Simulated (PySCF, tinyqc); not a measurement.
Worked calculation: MP2 on RHF in the sto-3g basis, for CH+, spin multiplicity 1. The lowest restricted solution is unstable here: a spin-polarised one lies 0.0146 hartree lower (PySCF). One step of it, computed by the program tinyqc.

Task: Second-order Moller-Plesset energy. E2 = sum_ijab (ia|jb) [2 (ia|jb) - (ib|ja)] / (e_i + e_j - e_a - e_b) over occupied i, j and virtual a, b; the opposite-spin part is (ia|jb)^2 / denominator, the rest is same-spin, and SCS-MP2 scales them by 6/5 and 1/3.

orbital energies (hartree): MO1 -11.731862, MO2 -1.314837, MO3 -0.883551, MO4 -0.308299, MO5 -0.308299, MO6 0.316757

Two-electron integrals over orbitals (pq|rs), unique and non-zero (hartree):
```
(11|11) 3.511958    (21|11) -0.290150   (21|21) 0.039967    (22|11) 0.755512
(22|21) -0.003134   (22|22) 0.646932    (31|11) -0.199946   (31|21) 0.021349
(31|22) -0.021658   (31|31) 0.029239    (32|11) 0.072779    (32|21) -0.009414
(32|22) -0.064684   (32|31) 0.008574    (32|32) 0.073497    (33|11) 0.799708
(33|21) -0.016211   (33|22) 0.504564    (33|31) 0.008776    (33|32) 0.058057
(33|33) 0.662534    (41|41) 0.021523    (42|41) 0.023200    (42|42) 0.091551
(43|41) 0.016115    (43|42) 0.046478    (43|43) 0.061498    (44|11) 0.852053
(44|21) -0.009109   (44|22) 0.565199    (44|31) -0.005813   (44|32) 0.038448
(44|33) 0.581991    (44|44) 0.672833    (51|51) 0.021523    (52|51) 0.023200
(52|52) 0.091551    (53|51) 0.016115    (53|52) 0.046478    (53|53) 0.061498
(54|54) 0.036269    (55|11) 0.852053    (55|21) -0.009109   (55|22) 0.565199
(55|31) -0.005813   (55|32) 0.038448    (55|33) 0.581991    (55|44) 0.600295
(55|55) 0.672833    (61|11) 0.156884    (61|21) -0.026569   (61|22) -0.010927
(61|31) -0.001402   (61|32) 0.014222    (61|33) 0.021631    (61|44) 0.003700
(61|55) 0.003700    (61|61) 0.026974    (62|11) -0.224355   (62|21) 0.003678
(62|22) -0.052530   (62|31) 0.012251    (62|32) -0.034248   (62|33) -0.048193
(62|44) -0.107726   (62|55) -0.107726   (62|61) 0.005101    (62|62) 0.111895
(63|11) 0.127534    (63|21) -0.004912   (63|22) -0.018328   (63|31) 0.005781
(63|32) 0.056274    (63|33) 0.091872    (63|44) 0.055907    (63|55) 0.055907
(63|61) 0.008589    (63|62) -0.058186   (63|63) 0.079681    (64|41) -0.011851
(64|42) -0.043325   (64|43) -0.009883   (64|64) 0.030660    (65|51) -0.011851
(65|52) -0.043325   (65|53) -0.009883   (65|65) 0.030660    (66|11) 0.715909
(66|21) -0.003435   (66|22) 0.623233    (66|31) -0.018316   (66|32) -0.083674
(66|33) 0.499814    (66|44) 0.514479    (66|55) 0.514479    (66|61) -0.008769
(66|62) 0.017310    (66|63) -0.051436   (66|66) 0.684314
```

Hartree-Fock energy = -37.42203159 hartree

Give: Terms; Pair energies; MP2 correlation energy; SCS-MP2 correlation energy; MP2 total energy.

Result:

Terms:
```
i  j  a  b  (ia|jb)  (ib|ja)  denominator       term
2  2  4  4   0.0916   0.0916      -2.0131    -0.0042
2  2  5  5   0.0916   0.0916      -2.0131    -0.0042
2  2  6  6   0.1119   0.1119      -3.2632    -0.0038
3  3  4  4   0.0615   0.0615      -1.1505    -0.0033
3  3  5  5   0.0615   0.0615      -1.1505    -0.0033
3  3  6  6   0.0797   0.0797      -2.4006    -0.0026
2  3  4  4   0.0465   0.0465      -1.5818    -0.0014
3  2  4  4   0.0465   0.0465      -1.5818    -0.0014
2  3  5  5   0.0465   0.0465      -1.5818    -0.0014
3  2  5  5   0.0465   0.0465      -1.5818    -0.0014
2  3  6  6  -0.0582  -0.0582      -2.8319    -0.0012
3  2  6  6  -0.0582  -0.0582      -2.8319    -0.0012
1  2  4  4   0.0232   0.0232     -12.4301  -4.33e-05
2  1  4  4   0.0232   0.0232     -12.4301  -4.33e-05
1  2  5  5   0.0232   0.0232     -12.4301  -4.33e-05
2  1  5  5   0.0232   0.0232     -12.4301  -4.33e-05
1  1  6  6   0.0270   0.0270     -24.0972  -3.02e-05
1  3  4  4   0.0161   0.0161     -11.9988  -2.16e-05
3  1  4  4   0.0161   0.0161     -11.9988  -2.16e-05
1  3  5  5   0.0161   0.0161     -11.9988  -2.16e-05
3  1  5  5   0.0161   0.0161     -11.9988  -2.16e-05
1  1  4  4   0.0215   0.0215     -22.8471  -2.03e-05
1  1  5  5   0.0215   0.0215     -22.8471  -2.03e-05
1  3  6  6   0.0086   0.0086     -13.2489  -5.57e-06
3  1  6  6   0.0086   0.0086     -13.2489  -5.57e-06
1  2  6  6   0.0051   0.0051     -13.6802  -1.90e-06
2  1  6  6   0.0051   0.0051     -13.6802  -1.90e-06
```

Pair energies (hartree; pair i-j sums ij and ji):
```
pair  opposite spin  same spin
1-1       -7.07e-05     0.0000
2-1       -1.77e-04     0.0000
2-2         -0.0122     0.0000
3-1       -9.77e-05     0.0000
3-2         -0.0079     0.0000
3-3         -0.0092     0.0000
```

MP2 correlation energy = -0.029583 hartree

SCS-MP2 correlation energy = -0.035499 hartree

MP2 total energy = -37.451614 hartree
